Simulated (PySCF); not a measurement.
Calculation: PBE0-D3(BJ)/def2-TZVP in PySCF. Isolated molecules, 0 K electronic values unless said otherwise. One relaxed conformer stands for a flexible species; it need not be the lowest. Delta-SCF ions had no search for a lower state. 

Reference species (SMILES): `[Al]([F])([F])[F]` (neutral, multiplicity 1).

* **vertical ionisation energy (Delta-SCF)**: 14.37 eV
* **HOMO**: -11.72 eV

Changed species: `[OH][Al]([F])[F]` (H–O–Al–F torsion 0°) (1 of 3 F replaced by OH; the reference has 0 of 3 F replaced by OH).

What does the change do to the vertical ionisation energy (Delta-SCF) and HOMO?

the vertical ionisation energy (Delta-SCF) decreases by 1.50 eV, to 12.87 eV; the HOMO increases by 1.78 eV, to -9.94 eV.
